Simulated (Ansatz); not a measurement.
C₃H₆F (`[CH2]CCF`) radical, one more setting.

```yaml
crystal:
  periodic: [false, false, false]
  atoms:
    - {symbol: C, position_ang: [-0.923357, 1.041004, -0.044295]}
    - {symbol: C, position_ang: [0.148453, 0.156998, -0.555894]}
    - {symbol: C, position_ang: [0.664984, -0.824594, 0.470637]}
    - {symbol: F, position_ang: [-0.355852, -1.666918, 0.880290]}
    - {symbol: H, position_ang: [-1.111787, 2.004082, -0.499891]}
    - {symbol: H, position_ang: [-1.631672, 0.670426, 0.685340]}
    - {symbol: H, position_ang: [0.998015, 0.745834, -0.921223]}
    - {symbol: H, position_ang: [-0.206204, -0.421211, -1.425015]}
    - {symbol: H, position_ang: [1.460582, -1.449217, 0.053795]}
    - {symbol: H, position_ang: [1.039838, -0.307703, 1.359357]}
basis:
  gaussian: {orbitals: def2-TZVPP}
magnetization: {spin_polarized: false, initial_magnetization: 1}
hamiltonian: {xc: {name: BHLYP}, dispersion: d4}
scf: {lower_state_search: off}
```

```sh
$ ansatz run in.yaml --threads 4 --pin off --events-out ev --progress --plain --max-ram 10444MiB
```

It prints (some lines left out):

```
Functional definition: BHLYP
1192 factors; their error is unknown
mean field evaluation 1: about -5919.5397 eV, gradient 4.1e1 eV
mean field evaluation 2: about -5920.6462 eV, gradient 3.4e1 eV
mean field evaluation 4: about -5923.3785 eV, gradient 1.3e0 eV
mean field evaluation 8: about -5923.4039 eV, gradient 7.5e-2 eV
mean field evaluation 16: about -5923.4039 eV, gradient 3.5e-6 eV
mean field -5923.40391468 eV, -217.6810788371 hartree, gradient 3.5e-6 eV, S^2 0.750000; 0 other end points of the search recorded, 0 dependent functions left out
reference -5923.40407892 eV, -217.6810848729 hartree; 17, 16 occupied and 191, 192 virtual orbitals, 1192 factors
Total energy: -5923.54887998 eV, -217.6864062137 hartree
Checks for a lower state left out: stability, starts, cluster_reference, orbital_swaps, neighbouring_geometries, increment
```

Hardware: 4 threads of an Arm Neoverse V2 on a shared host. Wall time 1.4 s, peak host memory 0.36 GiB.
